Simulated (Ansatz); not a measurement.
`CC1CCOCO1` at its PBE0-D4/def2-TZVP geometry, where that method's forces vanish. Charge 0, multiplicity 1.

| atom | x (Å) | y (Å) | z (Å) |
| --- | --- | --- | --- |
| C1 | 1.0185 | 1.4825 | 0.0009 |
| C2 | 0.0900 | 0.6182 | -0.8359 |
| C3 | -1.2479 | 0.3209 | -0.1625 |
| C4 | -1.0834 | -0.7601 | 0.8892 |
| O5 | -0.4523 | -1.8923 | 0.3262 |
| C6 | 0.7918 | -1.5406 | -0.1975 |
| O7 | 0.7059 | -0.6067 | -1.2286 |
| H8 | 0.5817 | 2.4756 | 0.1305 |
| H9 | 1.9797 | 1.5938 | -0.5040 |
| H10 | 1.2011 | 1.0708 | 0.9952 |
| H11 | -0.0950 | 1.1358 | -1.7808 |
| H12 | -1.6616 | 1.2304 | 0.2826 |
| H13 | -1.9523 | -0.0353 | -0.9186 |
| H14 | -2.0492 | -1.0934 | 1.2717 |
| H15 | -0.4916 | -0.3957 | 1.7431 |
| H16 | 1.2291 | -2.4414 | -0.6271 |
| H17 | 1.4353 | -1.1625 | 0.6157 |

Problem. For each bond, give half the difference of the two atoms' forces along it (eV/Å; positive pushes the atoms apart) under PBE-D4, r2SCAN-D4, B3LYP-D4, ωB97M-V in def2-TZVPP. (An estimate is asked.)

Solution. Ansatz gave: 
```json
{"bond": "C1–C2", "length (Å)": "1.520", "PBE-D4": "-0.04", "r2SCAN-D4": "0.04", "B3LYP-D4": "0.12", "ωB97M-V": "0.11"}
{"bond": "C1–H8", "length (Å)": "1.093", "PBE-D4": "0.09", "r2SCAN-D4": "-0.03", "B3LYP-D4": "-0.07", "ωB97M-V": "-0.06"}
{"bond": "C1–H9", "length (Å)": "1.091", "PBE-D4": "0.10", "r2SCAN-D4": "-0.03", "B3LYP-D4": "-0.07", "ωB97M-V": "-0.07"}
{"bond": "C1–H10", "length (Å)": "1.092", "PBE-D4": "0.10", "r2SCAN-D4": "-0.05", "B3LYP-D4": "-0.08", "ωB97M-V": "-0.08"}
{"bond": "C2–C3", "length (Å)": "1.527", "PBE-D4": "0.00", "r2SCAN-D4": "0.03", "B3LYP-D4": "0.11", "ωB97M-V": "0.06"}
{"bond": "C2–O7", "length (Å)": "1.426", "PBE-D4": "0.34", "r2SCAN-D4": "0.27", "B3LYP-D4": "0.22", "ωB97M-V": "0.13"}
{"bond": "C2–H11", "length (Å)": "1.093", "PBE-D4": "0.09", "r2SCAN-D4": "-0.08", "B3LYP-D4": "-0.21", "ωB97M-V": "-0.16"}
{"bond": "C3–C4", "length (Å)": "1.517", "PBE-D4": "-0.01", "r2SCAN-D4": "0.05", "B3LYP-D4": "0.15", "ωB97M-V": "0.12"}
{"bond": "C3–H13", "length (Å)": "1.093", "PBE-D4": "0.10", "r2SCAN-D4": "-0.05", "B3LYP-D4": "-0.11", "ωB97M-V": "-0.10"}
{"bond": "C4–O5", "length (Å)": "1.413", "PBE-D4": "0.33", "r2SCAN-D4": "0.27", "B3LYP-D4": "0.26", "ωB97M-V": "0.18"}
{"bond": "O5–C6", "length (Å)": "1.395", "PBE-D4": "0.32", "r2SCAN-D4": "0.22", "B3LYP-D4": "0.23", "ωB97M-V": "0.16"}
{"bond": "C6–O7", "length (Å)": "1.394", "PBE-D4": "0.28", "r2SCAN-D4": "0.20", "B3LYP-D4": "0.22", "ωB97M-V": "0.17"}
{"bond": "C6–H16", "length (Å)": "1.090", "PBE-D4": "0.05", "r2SCAN-D4": "-0.11", "B3LYP-D4": "-0.25", "ωB97M-V": "-0.17"}
{"bond": "C6–H17", "length (Å)": "1.104", "PBE-D4": "0.05", "r2SCAN-D4": "-0.09", "B3LYP-D4": "-0.13", "ωB97M-V": "-0.14"}
```

B3LYP here is the variant with VWN-RPA as its local correlation; programs differ in this.
